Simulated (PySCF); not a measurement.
BCl₃, SMILES ClB(Cl)Cl. Heavy atoms are numbered as in [B:1]([Cl:2])([Cl:3])[Cl:4].

Geometry: TPSSh-D3(BJ)/def2-SVP. The isomer is the one that the SMILES or the coordinates give; other isomers of the formula were not compared.

These are M06-2X/def2-TZVPD (PySCF) values and carry that method's errors.

ESP charges are fitted to the potential on shells at 1.4 to 2.0 van der Waals radii. Atomic charges (e), one atom of each kind:

```
atom  IAO  ESP fit
----  ---  -------
B1      ?     0.12
Cl2     ?    -0.04
```

Problem. Complete the blanks. (Estimate from the structure and the level; the computed values follow.)

Solution. 
- B1, IAO: 0.13
- Cl2, IAO: -0.04
